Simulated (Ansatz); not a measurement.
in.yaml

```yaml
crystal:
  periodic: [false, false, false]
  atoms:
    - {symbol: P, position_ang: [0.000000, -0.060825, 0.000000]}
    - {symbol: H, position_ang: [0.000000, 0.934570, -1.025556]}
    - {symbol: H, position_ang: [0.000000, 0.934568, 1.025558]}
basis:
  gaussian: {orbitals: cc-pVDZ}
total_charge: 1
magnetization: {spin_polarized: true, initial_magnetization: 0}
hamiltonian: {xc: hf}
output: {orbitals: {seedname: orbitals}}
```

```sh
$ ansatz run in.yaml --threads 1 --pin off --events-out ev --progress --plain --max-ram 2393MiB
```

Question: Roughly how long does this take on 1 thread of Intel Xeon 6975P-C, shared host, and how much host memory?

Answer: 0.12 s wall and 0.08 GiB.

```
282 factors; integrals over basis functions are off by at most 8.7e-4 eV
mean field evaluation 1: about -9293.2743 eV, gradient 4.8e0 eV
mean field evaluation 2: about -9293.2753 eV, gradient 4.8e0 eV
mean field evaluation 4: about -9293.4893 eV, gradient 1.9e-1 eV
mean field evaluation 8: about -9293.4897 eV, gradient 2.7e-5 eV
mean field evaluation 16: about -9293.5979 eV, gradient 4.6e-5 eV
mean field -9293.59788249 eV, -341.5334227545 hartree, gradient 4.6e-5 eV, S^2 0.392154; 2 other end points of the search recorded, 0 dependent functions left out
reference -9293.59788249 eV, -341.5334227545 hartree; 8, 8 occupied and 20, 20 virtual orbitals, 282 factors
Total energy: -9293.59788249 eV, -341.5334227545 hartree
```
